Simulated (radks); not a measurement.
# Si³⁺ in [Ne] 3s0.75 4s0.25: an all-electron calculation

What are the levels of the silicon ion Si3+, how large are its shells, and how does its energy divide?

Program: radks (a radial shooting solver on a logarithmic mesh, Libxc functionals) version 1. Level of theory: non-relativistic Kohn-Sham, LDA (Slater exchange, Perdew-Wang correlation), spin-polarised, spherical densities, point nucleus; open shells are filled with parallel spins first. These are calculated values, not measurements, unless marked.

**1. The atom as given**

- element: silicon (Z = 14)
- charge: +3
- electrons: 11
- configuration: [Ne] 3s0.75 4s0.25

**2. Self-consistent calculation**

The run's settings:

```text
Z 14
configuration [Ne] 3s0.75 4s0.25 3p0 3d0 5s0 4f0
relativity non-relativistic
functional lda,pw
spin polarised
nucleus point
```

Q: Predict the outcome of this run.

The runs gave:

```
                        quantity                   value
                    total energy      -285.86198 hartree
exchange-correlation share of it                  6.52 %
                            −T/E                  0.9978
          highest occupied level       4s up, -17.541 eV
    most extended occupied level  4s up, <r> = 3.98 bohr
 radius at density 0.001 e/bohr³               3.18 bohr
    maxima of the radial density                       2
```

**Reading.** The radial density shows 2 maxima for 4 occupied principal shells; where shells overlap, one shows as a shoulder or not at all. The ratio −T/E is 0.9978; for a non-relativistic Coulomb system it is 1 up to the kinetic part of correlation. This is not the tabulated ground configuration, so its levels and sizes aren't those of the ground state, and no measured value stands beside it.
